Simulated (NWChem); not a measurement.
System: C2H3F; SMILES C=CF

NWChem input:

```
start job
memory heap 200 mb stack 900 mb global 1100 mb
geometry units angstroms noautoz
  C     -0.236674     1.168760     0.000000
  C      0.424893     0.019725     0.000000
  F     -0.184020    -1.161365     0.000000
  H     -1.328429     1.191023     0.000000
  H      0.316275     2.108353     0.000000
  H      1.515840    -0.075106     0.000000
end
basis spherical
  C library 6-31+g*
  F library 6-31+g*
  H library 6-31+g*
end
dft
  xc pbe0
  iterations 150
  mulliken
end
task dft energy
```

All runs use the structure optimised with PBE0/def2-SVP.

Task: Predict the main results of this run. (PBE0/6-31+G* (spherical d).) Quantities: basis functions; energy (Ha); highest occupied level (eV); orbital gap (eV); dipole (D).

Result: The number of basis functions comes out as 60. The energy (Ha) is -177.64. The highest occupied level (eV) is -7.69 and the orbital gap (eV) is 7.85. The dipole (D) comes out as 1.42.
